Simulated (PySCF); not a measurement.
Screening by computed properties: pick the candidate that meets the target.

Species are written as SMILES; each is one conformer at its optimised geometry, gas phase (atoms past krypton carry core potentials, spin–orbit coupling is left out). Electronic properties by PySCF.

Dipoles, sizes and rotational constants follow the conformer. The torsions of the flexible species, by atom-mapped SMILES:
- `[CH3:1][n+:2]1[cH:3][o:4][c:5]([CH:6]([F:7])[F:8])[cH:9]1`: O4–C5–C6–F7 63°
- `[CH:1]#[C:2]/[CH:3]=[C:4](/[C:5]#[N:6])[CH:7]=[CH2:8]`: C3–C4–C7–C8 180°

Question: Wanted: lowest triplet excitation (Tamm–Dancoff) between 4.8 eV and 6 eV (TDA B3LYP/def2-SVPD) and HOMO–LUMO gap below 6.8 eV (B3LYP/def2-SVPD), at PBE0-D3(BJ)/def2-SVP geometries. Which candidate meets both?
A. `Cl[Se]Cl` (SeCl2)
B. `[F][In]([F])([F])<-[PH3]` (F3H3InP)
C. `C[S][GeH3]` (CH6GeS)
D. `C#N` (HCN)
E. `[Cl][Ge]([Cl])([Cl])[GeH3]` (Cl3Ge2H3)

Answer: E. Computed values:
```csv
species,lowest triplet excitation (Tamm–Dancoff),HOMO–LUMO gap
Cl[Se]Cl (SeCl2),1.85 eV,3.70 eV
C[S][GeH3] (CH6GeS),4.69 eV,6.15 eV
[Cl][Ge]([Cl])([Cl])[GeH3] (Cl3Ge2H3),4.99 eV,6.41 eV
[F][In]([F])([F])<-[PH3] (F3H3InP),5.60 eV,7.10 eV
C#N (HCN),6.28 eV,10.01 eV
```

Question: Wanted: vertical ionisation energy below 10 eV (ΔSCF B3LYP/def2-SVPD) and smallest rotational constant above 1 GHz (PBE0-D3(BJ)/def2-SVP), at PBE0-D3(BJ)/def2-SVP geometries. Which candidate meets both?
A. `C[n+]1coc(C(F)F)c1` ([C5H6F2NO]+)
B. `[F][In]([F])([F])<-[PH3]` (F3H3InP)
C. `C[S][GeH3]` (CH6GeS)
D. `C#N` (HCN)

Answer: C. Computed values:
```csv
species,vertical ionisation energy,smallest rotational constant
C[S][GeH3] (CH6GeS),8.95 eV,2.374 GHz
[F][In]([F])([F])<-[PH3] (F3H3InP),11.77 eV,1.448 GHz
C#N (HCN),13.77 eV,44.303 GHz
C[n+]1coc(C(F)F)c1 ([C5H6F2NO]+),15.62 eV,0.888 GHz
```

Question: Wanted: static isotropic polarisability between 63 au and 90 au (B3LYP/def2-SVPD) and HOMO energy above -9 eV (B3LYP/def2-SVPD), at PBE0-D3(BJ)/def2-SVP geometries. Which candidate meets both?
A. `C#N` (HCN)
B. `[F][In]([F])([F])<-[PH3]` (F3H3InP)
C. `[GeH3][Ge]([Cl])([Cl])[Cl]` (Cl3Ge2H3)
D. `[GeH3][S]C` (CH6GeS)
E. `Cl[Se]Cl` (SeCl2)
F. `C[N+]1=COC(C(F)F)=C1` ([C5H6F2NO]+)

Answer: D. Computed values:
```csv
species,static isotropic polarisability,HOMO energy
C#N (HCN),16.5 au,-10.16 eV
Cl[Se]Cl (SeCl2),58.5 au,-6.94 eV
[F][In]([F])([F])<-[PH3] (F3H3InP),60.7 au,-9.62 eV
C[N+]1=COC(C(F)F)=C1 ([C5H6F2NO]+),64.7 au,-13.32 eV
[GeH3][S]C (CH6GeS),68.5 au,-6.57 eV
[GeH3][Ge]([Cl])([Cl])[Cl] (Cl3Ge2H3),107.8 au,-8.51 eV
```

Question: Wanted: lowest singlet excitation above 6 eV (TDDFT B3LYP/def2-SVPD) and electronic spatial extent ⟨r²⟩ about the centre of nuclear charge below 540 bohr² (B3LYP/def2-SVPD), at PBE0-D3(BJ)/def2-SVP geometries. Which candidate meets both?
A. `C[S][GeH3]` (CH6GeS)
B. `C[n+]1coc(C(F)F)c1` ([C5H6F2NO]+)
C. `Cl[Se]Cl` (SeCl2)
D. `N#C` (HCN)
E. `C#C/C=C(/C#N)C=C` (C7H5N)
F. `[Cl][Ge]([GeH3])([Cl])[Cl]` (Cl3Ge2H3)

Answer: D. Computed values:
```
                              species  lowest singlet excitation  electronic spatial extent ⟨r²⟩ about the centre of nuclear charge
                     Cl[Se]Cl (SeCl2)                    2.55 eV                                                          553 bohr²
             C#C/C=C(/C#N)C=C (C7H5N)                    4.34 eV                                                         1094 bohr²
                  C[S][GeH3] (CH6GeS)                    5.06 eV                                                          525 bohr²
[Cl][Ge]([GeH3])([Cl])[Cl] (Cl3Ge2H3)                    5.74 eV                                                         1732 bohr²
     C[n+]1coc(C(F)F)c1 ([C5H6F2NO]+)                    6.07 eV                                                         1272 bohr²
                            N#C (HCN)                    7.79 eV                                                           50 bohr²
```
